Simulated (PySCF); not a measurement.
Orbital picture of LiP

TPSS at R = 2.362 Å; basis Li jorge-DZP-DKH, P jorge-DZP-DKH; spin-free X2C with a Gaussian nucleus; PySCF 2.14. State: ³Σ⁻ (triplet), unpaired electrons π ↑↑. Only the outer orbitals are listed, counted within each symmetry.

```json
{"spin": "α", "orbital": "4σ", "occ.": "1", "ε (eV)": "-52.66", "on Li (%)": "100", "main shells (%)": "100 Li s"}
{"spin": "α", "orbital": "5σ", "occ.": "1", "ε (eV)": "-12.90", "on Li (%)": "6", "main shells (%)": "93 P s"}
{"spin": "α", "orbital": "2π", "occ.": "1", "ε (eV)": "-4.75", "on Li (%)": "9", "main shells (%)": "91 P p"}
{"spin": "α", "orbital": "2π", "occ.": "1", "ε (eV)": "-4.75", "on Li (%)": "9", "main shells (%)": "91 P p"}
{"spin": "α", "orbital": "6σ", "occ.": "1", "ε (eV)": "-4.46", "on Li (%)": "22", "main shells (%)": "76 P p, 16 Li s"}
{"spin": "α", "orbital": "7σ", "occ.": "0", "ε (eV)": "-1.86", "on Li (%)": "95", "main shells (%)": "69 Li s, 26 Li p"}
{"spin": "α", "orbital": "3π", "occ.": "0", "ε (eV)": "-0.36", "on Li (%)": "95", "main shells (%)": "95 Li p"}
{"spin": "α", "orbital": "3π", "occ.": "0", "ε (eV)": "-0.36", "on Li (%)": "95", "main shells (%)": "95 Li p"}
{"spin": "β", "orbital": "4σ", "occ.": "1", "ε (eV)": "-52.66", "on Li (%)": "100", "main shells (%)": "100 Li s"}
{"spin": "β", "orbital": "5σ", "occ.": "1", "ε (eV)": "-11.02", "on Li (%)": "13", "main shells (%)": "87 P s"}
{"spin": "β", "orbital": "6σ", "occ.": "1", "ε (eV)": "-3.95", "on Li (%)": "25", "main shells (%)": "72 P p, 19 Li s"}
{"spin": "β", "orbital": "2π", "occ.": "0", "ε (eV)": "-2.64", "on Li (%)": "22", "main shells (%)": "78 P p, 20 Li p"}
{"spin": "β", "orbital": "2π", "occ.": "0", "ε (eV)": "-2.64", "on Li (%)": "22", "main shells (%)": "78 P p, 20 Li p"}
{"spin": "β", "orbital": "7σ", "occ.": "0", "ε (eV)": "-1.77", "on Li (%)": "94", "main shells (%)": "63 Li s, 31 Li p"}
```

Which are the highest filled and the lowest empty level, where do they sit, and how wide is the gap?

Highest filled β 6σ at -3.95 eV (in %: 72 P p, 19 Li s); lowest empty β 2π at -2.64 eV (in %: 78 P p, 20 Li p); the gap at TPSS is 1.31 eV.

The bond order (Mayer) is 1.26 and the ⟨S²⟩ is 2.006. The charge on Li (Mulliken, basis-dependent) is 0.16 and the charge on Li (Löwdin, basis-dependent) is -0.07. The dipole moment (positive dipole means Li(−)P(+)) is -6.36 D.

The state is the lowest determinant that a PBE0 search found; another state may lie lower at other levels.
